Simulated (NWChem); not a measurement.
# hydrogen peroxide (H₂O₂); SMILES OO

```xyz
4

O      0.0408    -0.7081    -0.1221
O     -0.0408     0.7081    -0.1221
H     -0.7587    -0.9394     0.3701
H      0.7587     0.9394     0.3701
```
Atoms are numbered in this order, from 1.

Computed with NWChem. Pople sets run with spherical d functions. All runs use the structure optimised with PBE0/def2-SVP. Static field.

Task: Taking PBE/aug-cc-pVTZ as the yardstick, which of these has the fewest basis functions while keeping “isotropic polarisability (bohr³)” within 5 % of it: PBE/def2-TZVP; PBE/def2-SVPD; PBE/def2-TZVPD; PBE/6-31G*; PBE/aug-cc-pVDZ; PBE/def2-SVP; PBE/Sadlej pVTZ; PBE/6-31+G*; PBE/d-aug-cc-pVDZ?

Result: PBE/def2-SVPD (a larger set in the list lies outside the tolerance).
```csv
level,basis functions,isotropic polarisability (bohr³),relative time (rough)
PBE/6-31G*,32,9.4,1
PBE/def2-SVP,38,9.3,1
PBE/6-31+G*,40,12.4,1
PBE/def2-SVPD,62,15.3,2
PBE/aug-cc-pVDZ,64,15.2,3
PBE/Sadlej pVTZ,66,15.8,5
PBE/def2-TZVP,74,11.8,4
PBE/d-aug-cc-pVDZ,90,16.0,7
PBE/def2-TZVPD,98,15.7,6
PBE/aug-cc-pVTZ,138,15.7,30
```

The yardstick is one finite set, not the basis-set limit.
